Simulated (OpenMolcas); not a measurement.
**Na₂⁻: electronic states by CASSCF, CASPT2 and spin–orbit RASSI**

Aim: the low electronic states of Na₂⁻, first without spin–orbit coupling and then as Ω levels, at one distance and along the bond.

Computed with OpenMolcas 26.06. Level: SA-CASSCF(3,8), XMS-CASPT2, RASSI; ANO-RCC-VTZP.

All values are calculated.

## (1) Set-up

C2 symmetry about the axis (a holds Σ, Δ, Γ; b holds Π, Φ, H; Σ⁺ and Σ⁻ are not told apart); roots by multiplicity and irrep: 2a 4, 2b 8, 4b 4, 4a 2.

Active shells: Na 3s 3p, Na 3s 3p.

Contents of m.inp:

```
&GATEWAY
Coord
2
angstrom
Na 0.0 0.0 0.0
Na 0.0 0.0 3.5520
Basis=ANO-RCC-VTZP
Group=XY
RX2C
AMFI
ANGMom
0.0 0.0 0.0
RICD
&SEWARD
&GUESSORB
&RASSCF
FileOrb=$CurrDir/o21.orb
Symmetry=1
Spin=2
nActEl=3 0 0
Inactive=6 4
RAS2=4 4
CIRoot=4 4 1
Linear
Iterations=120 100
OrbListing=Nothing
PRWF=0.15
>>COPY $Project.RasOrb $CurrDir/o21.orb
>>COPY $Project.rasscf.h5 $CurrDir/r21.h5
&CASPT2
XMultistate=all
Imaginary=0.2
IPEA=0.25
MaxIter=40
>>COPY $Project.JobMix JOB001
&RASSCF
FileOrb=$CurrDir/o22.orb
Symmetry=2
Spin=2
nActEl=3 0 0
Inactive=6 4
RAS2=4 4
CIRoot=8 8 1
Linear
Iterations=120 100
OrbListing=Nothing
PRWF=0.15
>>COPY $Project.RasOrb $CurrDir/o22.orb
>>COPY $Project.rasscf.h5 $CurrDir/r22.h5
&CASPT2
XMultistate=all
Imaginary=0.2
IPEA=0.25
MaxIter=40
>>COPY $Project.JobMix JOB002
&RASSCF
FileOrb=$CurrDir/o42.orb
Symmetry=2
Spin=4
nActEl=3 0 0
Inactive=6 4
RAS2=4 4
CIRoot=4 4 1
Linear
Iterations=120 100
OrbListing=Nothing
PRWF=0.15
>>COPY $Project.RasOrb $CurrDir/o42.orb
>>COPY $Project.rasscf.h5 $CurrDir/r42.h5
&CASPT2
XMultistate=all
Imaginary=0.2
IPEA=0.25
MaxIter=40
>>COPY $Project.JobMix JOB003
&RASSCF
FileOrb=$CurrDir/o41.orb
Symmetry=1
Spin=4
nActEl=3 0 0
Inactive=6 4
RAS2=4 4
CIRoot=2 2 1
Linear
Iterations=120 100
OrbListing=Nothing
PRWF=0.15
>>COPY $Project.RasOrb $CurrDir/o41.orb
>>COPY $Project.rasscf.h5 $CurrDir/r41.h5
&CASPT2
XMultistate=all
Imaginary=0.2
IPEA=0.25
MaxIter=40
>>COPY $Project.JobMix JOB004
&RASSI
Nr of JobIphs=4 4 8 4 2
1 2 3 4
1 2 3 4 5 6 7 8
1 2 3 4
1 2
SpinOrbit
EJob
Omega
MEES
MESO
Properties=4
'AngMom' 3 'Mltpl  1' 1 'Mltpl  1' 2 'Mltpl  1' 3
Thrs=1.0d-4
>>COPY $Project.rassi.h5 $CurrDir/so.h5
```

Each module block was a call of its own in one work directory; start orbitals came from a preliminary run.

Command:

```bash
pymolcas m.inp
```

## (2) The spin-free blocks

Output, in excerpt:

```text
++    Wave function specifications:
      Number of closed shell electrons          20
      Number of electrons in active shells       3
      Number of inactive orbitals               10
      Number of active orbitals                  8
      Number of secondary orbitals              50
      Spin quantum number                      0.5
      State symmetry                             1
++    Orbital specifications:
      Symmetry species                           1   2
                                                 a   b
      Frozen orbitals                            0   0
      Inactive orbitals                          6   4
      Active orbitals                            4   4
      RAS2 orbitals                              4   4
      Secondary orbitals                        26  24
      Number of basis functions                 36  32
      printout of CI-coefficients larger than  0.15 for root  1
      energy=    -324.165884
      conf/sym  1111 2222     Coeff  Weight
             5  02u0 0000  -0.88198 0.77788
            13  0udu 0000  -0.35254 0.12428
      printout of CI-coefficients larger than  0.15 for root  2
      energy=    -324.137526
      conf/sym  1111 2222     Coeff  Weight
             8  0u20 0000  -0.72459 0.52502
            11  020u 0000  -0.58053 0.33702
            19  0u02 0000   0.28267 0.07990
      printout of CI-coefficients larger than  0.15 for root  3
      energy=    -324.094954
      conf/sym  1111 2222     Coeff  Weight
             4  udu0 0000  -0.15937 0.02540
             6  uud0 0000  -0.16481 0.02716
             8  0u20 0000   0.54734 0.29958
            11  020u 0000  -0.71526 0.51160
            19  0u02 0000  -0.16975 0.02882
      printout of CI-coefficients larger than  0.15 for root  4
      energy=    -324.067857
      conf/sym  1111 2222     Coeff  Weight
             5  02u0 0000  -0.30595 0.09361
            10  ud0u 0000  -0.20060 0.04024
            13  0udu 0000   0.65668 0.43122
            17  0uud 0000  -0.58818 0.34596
            61  00u0 0020  -0.16407 0.02692
            68  00u0 0002  -0.16407 0.02692
      Natural orbitals and occupation numbers for root  1
      sym 1:   0.007412   1.800831   0.972066   0.086515
      sym 2:   0.016367   0.016367   0.050221   0.050221
      Natural orbitals and occupation numbers for root  2
      sym 1:   0.003739   1.318110   1.078457   0.496453
      sym 2:   0.013746   0.013746   0.037874   0.037874
      Natural orbitals and occupation numbers for root  3
      sym 1:   0.064559   1.437867   0.703242   0.638879
      sym 2:   0.026827   0.026827   0.050900   0.050900
      Natural orbitals and occupation numbers for root  4
      sym 1:   0.041765   1.395546   0.959689   0.462878
      sym 2:   0.010699   0.010699   0.059362   0.059362
      RASSCF energy for state  4                   -324.06785656
::    RASSCF root number  1 Total energy:   -324.16588425
::    RASSCF root number  2 Total energy:   -324.13752642
::    RASSCF root number  3 Total energy:   -324.09495357
::    RASSCF root number  4 Total energy:   -324.06785656
      Von Neumann Entropy (Root   1) =  1.24852
++    Wave function specifications:
      Number of closed shell electrons          12
      Number of electrons in active shells       3
      Number of inactive orbitals                6
      Number of active orbitals                  8
      Number of secondary orbitals              50
      Spin quantum number                      0.5
      State symmetry                             1
      Number of CSFs                            84
      Number of CASSCF root(s) available         4
      CASPT2 state passed to geometry opt.       4
      A file JOBMIX will be created
      This is a MULTI-STATE CASSCF reference
      Number of CI roots used                    4
      These are:                                 1   2   3   4
      Off-diagonal elements of Heff are computed
  FINAL CASPT2 RESULT:
      Reference energy:        -324.1658842473
      E2 (Non-variational):      -0.3120103017
      Shift correction:          -0.0008070646
      E2 (Variational):          -0.3128173663
      Total energy:            -324.4787016136
      Reference weight:           0.95954
  FINAL CASPT2 RESULT:
      Reference energy:        -324.1375264186
      E2 (Non-variational):      -0.3103773132
      Shift correction:          -0.0007866149
      E2 (Variational):          -0.3111639281
      Total energy:            -324.4486903467
      Reference weight:           0.96035
  FINAL CASPT2 RESULT:
      Reference energy:        -324.0949535694
      E2 (Non-variational):      -0.3137010747
      Shift correction:          -0.0013454432
      E2 (Variational):          -0.3150465179
      Total energy:            -324.4100000874
      Reference weight:           0.95602
  FINAL CASPT2 RESULT:
      Reference energy:        -324.0678565565
      E2 (Non-variational):      -0.3110104497
      Shift correction:          -0.0011626212
      E2 (Variational):          -0.3121730709
      Total energy:            -324.3800296274
      Reference weight:           0.95773
       Total XMS-CASPT2 energies:
::    XMS-CASPT2 Root  1     Total energy:   -324.47857778
::    XMS-CASPT2 Root  2     Total energy:   -324.44886775
::    XMS-CASPT2 Root  3     Total energy:   -324.40982268
::    XMS-CASPT2 Root  4     Total energy:   -324.38015346
++    Wave function specifications:
      Number of closed shell electrons          20
      Number of electrons in active shells       3
      Number of inactive orbitals               10
      Number of active orbitals                  8
      Number of secondary orbitals              50
      Spin quantum number                      0.5
      State symmetry                             2
      printout of CI-coefficients larger than  0.15 for root  1
      energy=    -324.132920
      conf/sym  1111 2222     Coeff  Weight
            12  0200 000u  -0.86807 0.75355
            18  0ud0 0u00  -0.20927 0.04379
            24  0020 000u   0.24485 0.05995
            32  0u0d 000u   0.22763 0.05182
            50  0uu0 0d00  -0.19559 0.03826
      printout of CI-coefficients larger than  0.15 for root  2
      energy=    -324.132920
      conf/sym  1111 2222     Coeff  Weight
            11  0200 00u0  -0.86807 0.75355
            17  0ud0 u000  -0.20927 0.04379
            23  0020 00u0   0.24485 0.05995
            31  0u0d 00u0   0.22763 0.05182
            49  0uu0 d000  -0.19559 0.03826
      printout of CI-coefficients larger than  0.15 for root  3
      energy=    -324.114760
      conf/sym  1111 2222     Coeff  Weight
             9  0200 u000  -0.62092 0.38554
            19  0ud0 00u0  -0.45961 0.21124
            35  00ud 00u0  -0.15938 0.02540
            51  0uu0 00d0  -0.54996 0.30245
      printout of CI-coefficients larger than  0.15 for root  4
      energy=    -324.114760
      conf/sym  1111 2222     Coeff  Weight
            10  0200 0u00  -0.62092 0.38554
            20  0ud0 000u  -0.45961 0.21124
            36  00ud 000u  -0.15938 0.02540
            52  0uu0 000d  -0.54996 0.30245
      printout of CI-coefficients larger than  0.15 for root  5
      energy=    -324.070792
      conf/sym  1111 2222     Coeff  Weight
             8  ud00 000u  -0.20573 0.04233
            10  0200 0u00  -0.24551 0.06027
            20  0ud0 000u   0.74465 0.55450
            22  0020 0u00   0.27811 0.07734
            36  00ud 000u   0.24922 0.06211
            52  0uu0 000d  -0.39263 0.15416
      printout of CI-coefficients larger than  0.15 for root  6
      energy=    -324.070792
      conf/sym  1111 2222     Coeff  Weight
             7  ud00 00u0  -0.20573 0.04233
             9  0200 u000  -0.24551 0.06027
            19  0ud0 00u0   0.74465 0.55450
            21  0020 u000   0.27811 0.07734
            35  00ud 00u0   0.24922 0.06211
            51  0uu0 00d0  -0.39263 0.15416
      printout of CI-coefficients larger than  0.15 for root  7
      energy=    -324.067890
      conf/sym  1111 2222     Coeff  Weight
            12  0200 000u  -0.24664 0.06083
            18  0ud0 0u00  -0.34838 0.12137
            24  0020 000u  -0.42541 0.18097
            32  0u0d 000u  -0.20597 0.04243
            50  0uu0 0d00   0.61009 0.37221
            60  0u0u 000d  -0.40401 0.16323
      printout of CI-coefficients larger than  0.15 for root  8
      energy=    -324.067890
      conf/sym  1111 2222     Coeff  Weight
            11  0200 00u0   0.24664 0.06083
            17  0ud0 u000   0.34838 0.12137
            23  0020 00u0   0.42541 0.18097
            31  0u0d 00u0   0.20597 0.04243
            49  0uu0 d000  -0.61009 0.37221
            59  0u0u 00d0   0.40401 0.16323
      Natural orbitals and occupation numbers for root  1
      sym 1:   0.002456   1.689715   0.228846   0.051578
      sym 2:   0.001203   0.092439   0.022651   0.911112
      Natural orbitals and occupation numbers for root  2
      sym 1:   0.002456   1.689715   0.228846   0.051578
      sym 2:   0.092439   0.001203   0.911112   0.022651
      Natural orbitals and occupation numbers for root  3
      sym 1:   0.012089   1.318468   0.570839   0.067586
      sym 2:   0.448674   0.004779   0.562546   0.015018
      Natural orbitals and occupation numbers for root  4
      sym 1:   0.012089   1.318468   0.570839   0.067586
      sym 2:   0.004779   0.448674   0.015018   0.562546
      Natural orbitals and occupation numbers for root  5
      sym 1:   0.058324   0.911480   0.949819   0.046209
      sym 2:   0.010609   0.161971   0.009457   0.852131
      Natural orbitals and occupation numbers for root  6
      sym 1:   0.058324   0.911480   0.949819   0.046209
      sym 2:   0.161971   0.010609   0.852131   0.009457
      Natural orbitals and occupation numbers for root  7
      sym 1:   0.006456   0.848406   0.876582   0.232792
      sym 2:   0.007963   0.520886   0.024379   0.482537
      Natural orbitals and occupation numbers for root  8
      sym 1:   0.006456   0.848406   0.876582   0.232792
      sym 2:   0.520886   0.007963   0.482537   0.024379
      RASSCF energy for state  8                   -324.06789014
::    RASSCF root number  1 Total energy:   -324.13291986
::    RASSCF root number  2 Total energy:   -324.13291986
::    RASSCF root number  3 Total energy:   -324.11475955
::    RASSCF root number  4 Total energy:   -324.11475955
::    RASSCF root number  5 Total energy:   -324.07079212
::    RASSCF root number  6 Total energy:   -324.07079212
::    RASSCF root number  7 Total energy:   -324.06789014
::    RASSCF root number  8 Total energy:   -324.06789014
      Von Neumann Entropy (Root   1) =  1.51270
++    Wave function specifications:
      Number of closed shell electrons          12
      Number of electrons in active shells       3
      Number of inactive orbitals                6
      Number of active orbitals                  8
      Number of secondary orbitals              50
      Spin quantum number                      0.5
      State symmetry                             2
      Number of CSFs                            84
      Number of CASSCF root(s) available         8
      CASPT2 state passed to geometry opt.       8
      A file JOBMIX will be created
      This is a MULTI-STATE CASSCF reference
      Number of CI roots used                    8
      These are:                                 1   2   3   4   5   6   7   8
      Off-diagonal elements of Heff are computed
  FINAL CASPT2 RESULT:
      Reference energy:        -324.1329198568
      E2 (Non-variational):      -0.3140762611
      Shift correction:          -0.0013473950
      E2 (Variational):          -0.3154236561
      Total energy:            -324.4483435130
      Reference weight:           0.95496
  FINAL CASPT2 RESULT:
      Reference energy:        -324.1329198568
      E2 (Non-variational):      -0.3140760866
      Shift correction:          -0.0013473241
      E2 (Variational):          -0.3154234107
      Total energy:            -324.4483432675
      Reference weight:           0.95496
  FINAL CASPT2 RESULT:
      Reference energy:        -324.1147595511
      E2 (Non-variational):      -0.3113018029
      Shift correction:          -0.0010592940
      E2 (Variational):          -0.3123610969
      Total energy:            -324.4271206479
      Reference weight:           0.95833
  FINAL CASPT2 RESULT:
      Reference energy:        -324.1147595510
      E2 (Non-variational):      -0.3113018156
      Shift correction:          -0.0010592991
      E2 (Variational):          -0.3123611147
      Total energy:            -324.4271206657
      Reference weight:           0.95833
  FINAL CASPT2 RESULT:
      Reference energy:        -324.0707921219
      E2 (Non-variational):      -0.3120921555
      Shift correction:          -0.0016535077
      E2 (Variational):          -0.3137456633
      Total energy:            -324.3845377851
      Reference weight:           0.95470
  FINAL CASPT2 RESULT:
      Reference energy:        -324.0707921217
      E2 (Non-variational):      -0.3120920693
      Shift correction:          -0.0016534362
      E2 (Variational):          -0.3137455055
      Total energy:            -324.3845376273
      Reference weight:           0.95470
  FINAL CASPT2 RESULT:
      Reference energy:        -324.0678901442
      E2 (Non-variational):      -0.3125606448
      Shift correction:          -0.0019277298
      E2 (Variational):          -0.3144883746
      Total energy:            -324.3823785188
      Reference weight:           0.95426
  FINAL CASPT2 RESULT:
      Reference energy:        -324.0678901442
      E2 (Non-variational):      -0.3125606422
      Shift correction:          -0.0019277269
      E2 (Variational):          -0.3144883691
      Total energy:            -324.3823785133
      Reference weight:           0.95426
       Total XMS-CASPT2 energies:
::    XMS-CASPT2 Root  1     Total energy:   -324.44673447
::    XMS-CASPT2 Root  2     Total energy:   -324.44673426
::    XMS-CASPT2 Root  3     Total energy:   -324.42614314
::    XMS-CASPT2 Root  4     Total energy:   -324.42614312
::    XMS-CASPT2 Root  5     Total energy:   -324.38551531
::    XMS-CASPT2 Root  6     Total energy:   -324.38551515
::    XMS-CASPT2 Root  7     Total energy:   -324.38398756
::    XMS-CASPT2 Root  8     Total energy:   -324.38398752
++    Wave function specifications:
      Number of closed shell electrons          20
      Number of electrons in active shells       3
      Number of inactive orbitals               10
      Number of active orbitals                  8
      Number of secondary orbitals              50
      Spin quantum number                      1.5
      State symmetry                             2
      printout of CI-coefficients larger than  0.15 for root  1
      energy=    -324.126420
      conf/sym  1111 2222     Coeff  Weight
            12  0uu0 000u   0.97771 0.95591
            18  0u0u 0u00  -0.18956 0.03593
      printout of CI-coefficients larger than  0.15 for root  2
      energy=    -324.126420
      conf/sym  1111 2222     Coeff  Weight
            11  0uu0 00u0   0.97771 0.95591
            17  0u0u u000  -0.18956 0.03593
      printout of CI-coefficients larger than  0.15 for root  3
      energy=    -324.091478
      conf/sym  1111 2222     Coeff  Weight
             9  0uu0 u000  -0.76359 0.58307
            19  0u0u 00u0   0.63509 0.40334
      printout of CI-coefficients larger than  0.15 for root  4
      energy=    -324.091478
      conf/sym  1111 2222     Coeff  Weight
            10  0uu0 0u00  -0.76359 0.58307
            20  0u0u 000u   0.63509 0.40334
      Natural orbitals and occupation numbers for root  1
      sym 1:   0.004053   0.993301   0.957385   0.039970
      sym 2:   0.002646   0.035948   0.002646   0.964052
      Natural orbitals and occupation numbers for root  2
[... the kept output breaks off here ...]
```

Spin-free states (degenerate pairs once).

```tsv
state	CASSCF root of the same rank (eV)	XMS-CASPT2 (eV)
(1)2Σ	0.00	0.000
(2)2Σ	0.77	0.808
(1)2Π	0.90	0.867
(1)4Π	1.07	1.160
(2)2Π	1.39	1.427
(1)4Σ	1.34	1.439
(3)2Σ	1.93	1.871
(2)4Σ	1.93	2.066
(2)4Π	2.02	2.141
(3)2Π	2.59	2.532
(4)2Π	2.67	2.574
(4)2Σ	2.67	2.678
```

State-averaged natural occupations by block (full and empty orbitals left out): 2a: 0.04 1.37 0.92 0.54 0.02 0.02 0.05 0.05; 2b: 0.02 1.17 0.65 0.12 0.16 0.16 0.36 0.36; 4b: 0.01 0.99 0.78 0.23 0.16 0.16 0.34 0.34; 4a: 0.00 0.98 0.51 0.50 0.02 0.02 0.48 0.48. Reference weights run from 0.954 to 0.963.

## (3) From Λ–S states to Ω levels

RASSI output, in excerpt (excerpt; [...] marks lines left out):

```text
[...]
   Eigenvalues of complex Hamiltonian:
  (Shifted by EMIN (a.u.) =       -324.4785777841)
 SO State       Relative EMIN(au)   Rel lowest level(eV)    D:o, cm**(-1)      Omega
     1            -0.0000000034        0.0000000000              0.0000         0.5
     2            -0.0000000034        0.0000000000              0.0000         0.5
     3             0.0297100219        0.8084509725           6520.5968         0.5
     4             0.0297100219        0.8084509725           6520.5968         0.5
     5             0.0318307297        0.8661583718           6986.0384         0.5
     6             0.0318307297        0.8661583718           6986.0384         0.5
     7             0.0318561093        0.8668489877           6991.6086         1.5
     8             0.0318561093        0.8668489877           6991.6086         1.5
     9             0.0426098858        1.1594741522           9351.7897         0.5
    10             0.0426098858        1.1594741522           9351.7897         0.5
    11             0.0426196896        1.1597409266           9353.9414         0.5
    12             0.0426196896        1.1597409266           9353.9414         0.5
    13             0.0426295003        1.1600078893           9356.0946         1.5
    14             0.0426295003        1.1600078893           9356.0946         1.5
[...]
```

Wall time 27 s (1 thread of Arm Neoverse V1, shared host).

Levels:

```csv
Ω,energy (cm⁻¹),parentage,f from lowest
1/2,0,100% (1)2Σ,0
1/2,6521,100% (2)2Σ,0.021
1/2,6986,100% (1)2Π,0
3/2,6992,100% (1)2Π,0
1/2,9352,100% (1)4Π,0
1/2,9354,100% (1)4Π,0
3/2,9356,100% (1)4Π,0
5/2,9358,100% (1)4Π,0
1/2,11506,100% (2)2Π,0.036
3/2,11510,100% (2)2Π,0.036
1/2,11603,100% (1)4Σ,0
3/2,11603,100% (1)4Σ,0
1/2,15090,100% (3)2Σ,1
3/2,16660,100% (2)4Σ,0
1/2,16660,100% (2)4Σ,0
1/2,17262,100% (2)4Π,0
1/2,17264,100% (2)4Π,0
3/2,17267,100% (2)4Π,0
5/2,17269,100% (2)4Π,0
1/2,20423,100% (3)2Π,0.23
3/2,20427,100% (3)2Π,0.23
1/2,20759,100% (4)2Π,0
3/2,20761,100% (4)2Π,0
1/2,21602,100% (4)2Σ,0
```

## (4) Along the bond: spin-free states

The same input was run at the other distances; those logs are left out. Energies in eV from the lowest point of the curves kept. Curves are followed by energy order within each symmetry, so they can change character at crossings; Σ⁺ and Σ⁻ are counted together.

| R (Å) | (1)2Σ | (2)2Σ | (1)2Π | (1)4Π | (1)4Σ |
| --- | --- | --- | --- | --- | --- |
| 3.232 | 0.013 | 0.902 | 0.813 | 1.209 | 1.604 |
| 3.392 | 0.000 | 0.848 | 0.841 | 1.178 | 1.512 |
| 3.552 | 0.002 | 0.810 | 0.868 | 1.162 | 1.440 |
| 3.730 | 0.016 | 0.781 | 0.915 | 1.153 | 1.381 |
| 3.907 | 0.039 | 0.762 | 0.966 | 1.155 | 1.336 |
| 4.156 | 0.081 | 0.746 | 1.038 | 1.168 | 1.296 |
| 4.476 | 0.144 | 0.735 | 1.130 | 1.197 | 1.268 |
| 4.973 | 0.238 | 0.729 | 1.256 | 1.254 | 1.255 |

## (5) Along the bond: spin–orbit levels

Energies in eV from the lowest point of the curves kept. Curves are followed by energy order within each symmetry, so they can change character at crossings; levels whose Ω could not be read are left out of the count.

| R (Å) | (1)Ω=1/2 | (2)Ω=1/2 | (1)Ω=3/2 | (3)Ω=1/2 | (4)Ω=1/2 |
| --- | --- | --- | --- | --- | --- |
| 3.232 | 0.013 | 0.813 | 0.814 | 0.902 | 1.209 |
| 3.392 | 0.000 | 0.840 | 0.841 | 0.848 | 1.177 |
| 3.552 | 0.002 | 0.810 | 0.869 | 0.868 | 1.161 |
| 3.730 | 0.016 | 0.781 | 0.916 | 0.915 | 1.153 |
| 3.907 | 0.039 | 0.762 | 0.966 | 0.966 | 1.155 |
| 4.156 | 0.081 | 0.746 | 1.039 | 1.038 | 1.168 |
| 4.476 | 0.144 | 0.735 | 1.130 | 1.129 | 1.197 |
| 4.973 | 0.238 | 0.729 | 1.254 | 1.254 | 1.254 |

All 13 distances took 6.2 min on 1 thread of Arm Neoverse V1, shared host; 5 of them failed the checks on weights, roots and symmetry and are left out.

## (6) What came out

| quantity | value |
| --- | --- |
| lowest spin-free state | (1)2Σ |
| next spin-free state | (2)2Σ, 0.808 eV |
| lowest level | Ω = 1/2, 100 % (1)2Σ |
| next level | Ω = 1/2, 6521 cm⁻¹ |
| lowering by spin–orbit coupling | 0 cm⁻¹ |

**Reading.** At 3.552 Å the lowest computed level has Ω = 1/2 and is 100 % (1)2Σ. For an anion a finite basis holds the extra electron even where it would leave, so these states may be resonances, unbound against the neutral molecule. g and u states are not told apart. Only the spin multiplicities and numbers of roots in the input were computed, so the list of states is not complete and the lowest one found need not be the ground state; labels number the states computed.
